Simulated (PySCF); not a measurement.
All values below come from ωB97X-D3(BJ)/def2-TZVP run with PySCF. Isolated molecules, 0 K electronic values unless said otherwise. Excitations are Tamm–Dancoff values on a coarser integration grid. The basis has no diffuse functions, so Rydberg states are missing or too high.

Reference species (SMILES): `[F][Al]([F])[F]` (neutral, multiplicity 1).

The S1 oscillator strength comes out as 0.000. The S1 excitation (TDA) is 8.78 eV.

Changed species: `[F][Al]([Cl])[Cl]` (2 of 3 F replaced by Cl; the reference has 0 of 3 F replaced by Cl).

Q: What does the change do to the S1 oscillator strength and S1 excitation (TDA)?

A: the S1 oscillator strength goes up by 0.016, to 0.016; the S1 excitation (TDA) falls by 1.30 eV, to 7.48 eV.
